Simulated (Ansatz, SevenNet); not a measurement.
Lattice parameter a (Å) of 22 elemental metals, computed with the machine-learned potential SevenNet-0 (trained on PBE and PBE+U data) and with PBE in Ansatz (PAW). The set holds measured phases with no doubt noted on the run or the magnetic state but for the caveats below. 19 more of the class have both values but aren't in it, for one of these reasons: built or high-temperature cells, doubts on the run or the magnetic state, unlike cells, values of zero, layered or molecular crystals, cells that aren't cubic. Solids without a value at one level (not run, failed, or a magnetic order lost), or held back for tests, aren't counted.

All rows, in order of the shift (worked out from unrounded values):

| solid | SevenNet-0 | PBE | shift (%) |
|---|---|---|---|
| bcc K | 5.330 | 5.284 | -0.87 |
| bcc Fe | 2.846 | 2.831 | -0.52 |
| fcc Rh | 3.849 | 3.830 | -0.50 |
| fcc Ag | 4.167 | 4.147 | -0.48 |
| fcc Au | 4.171 | 4.158 | -0.32 |
| fcc Pd | 3.955 | 3.943 | -0.31 |
| bcc Nb | 3.320 | 3.310 | -0.29 |
| bcc Ba | 5.036 | 5.021 | -0.28 |
| fcc Pt | 3.979 | 3.970 | -0.22 |
| bcc Mo | 3.167 | 3.161 | -0.21 |
| bcc W | 3.190 | 3.184 | -0.20 |
| bcc Na | 4.205 | 4.197 | -0.19 |
| fcc Ir | 3.878 | 3.871 | -0.19 |
| bcc V | 2.999 | 2.997 | -0.07 |
| fcc Sr | 6.033 | 6.030 | -0.05 |
| bcc Ta | 3.320 | 3.319 | -0.04 |
| fcc Ca | 5.524 | 5.526 | +0.04 |
| fcc Pb | 5.038 | 5.040 | +0.04 |
| fcc Al | 4.038 | 4.040 | +0.05 |
| bcc Li | 3.428 | 3.435 | +0.19 |
| fcc Ni | 3.505 | 3.519 | +0.41 |
| fcc Cu | 3.613 | 3.629 | +0.46 |

The shift from SevenNet-0 to PBE has a median of -0.20 %, and eight in ten lie between -0.50 % and +0.17 %; PBE is the larger in 6 of 22.

Ansatz's runs of these crystals have no spin polarisation, but for bcc Fe, fcc Ni.

Density-functional runs with spin start from parallel moments for bcc Fe, parallel moments for fcc Ni.

Spin–orbit coupling is left out, also for the solids with elements from indium on (bcc Ta, fcc Pt, bcc Ba, bcc W, fcc Ir, fcc Pb, fcc Au); its size isn't shown.

Ansatz's density-functional and Hartree–Fock values are scalar-relativistic unless marked +SOC, with PAW data made under PBE.

Ansatz is an electronic-structure program.
